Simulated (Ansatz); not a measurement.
Geometry optimisation, RKS PBE-D4/def2-SVP (Ansatz).

The input (input.yaml):

```yaml
crystal:
  periodic: [false, false, false]
  atoms:
    - { symbol: Si, position_ang: [0.381235, 0.030034, -0.046019] }
    - { symbol: Cl, position_ang: [0.525189, -0.100016, 2.06598] }
    - { symbol: H, position_ang: [1.817396, 0.018065, -0.500011] }
    - { symbol: H, position_ang: [-0.232234, 1.327746, -0.464154] }
    - { symbol: H, position_ang: [-0.293307, -1.182085, -0.604833] }
    - { symbol: "N", position_ang: [-2.465938, 0.009144, 0.953168] }
    - { symbol: H, position_ang: [-3.210659, -0.665742, 0.730981] }
    - { symbol: H, position_ang: [-2.944845, 0.885784, 1.200824] }
    - { symbol: H, position_ang: [-2.027336, -0.322931, 1.839064] }
basis:
  gaussian: { orbitals: def2-SVP }
hamiltonian:
  xc: pbe
  dispersion: d4
relax:
  f_tol: 0.03
  max_steps: 50
```

Run as:

```bash
$ ansatz run input.yaml --threads 2 --pin off --max-ram 3072MiB --backend cpu --events-out ev --progress --plain --runs-dir out
```

Task: Where does it end, and by what steps?

Result: The run converged. The force dipped under the threshold on the way, but the program's further checks kept it going. After 16 steps the energy has fallen by 0.034 eV; H7 moved furthest, 0.60 Å.

```tsv
step	energy less start (eV)	largest force component (eV/Å)	accepted
0	0.0000	0.422	yes
1	0.0091	1.004	no
2	-0.0072	0.251	yes
3	-0.0120	0.545	yes
4	-0.0222	0.155	yes
5	-0.0232	0.107	yes
6	-0.0258	0.016	yes
7	0.0032	0.896	no
8	-0.0265	0.028	yes
9	-0.0268	0.211	yes
10	-0.0291	0.141	yes
11	-0.0319	0.019	yes
12	-0.0283	0.379	no
13	-0.0329	0.082	yes
14	-0.0332	0.081	yes
15	-0.0339	0.066	yes
16	-0.0341	0.026	yes
```

```xyz
9
Properties=species:S:1:pos:R:3
Si 0.237 0.021 0.016
Cl 0.552 0.240 2.086
H 1.656 0.053 -0.509
H -0.452 1.193 -0.614
H -0.304 -1.322 -0.368
N -2.280 -0.044 0.994
H -3.082 -0.204 0.368
H -2.463 0.840 1.488
H -2.315 -0.777 1.715
```

Time of the run: 48 s on 2 threads of AMD EPYC 7571 (shared host), peak memory 0.14 GiB.
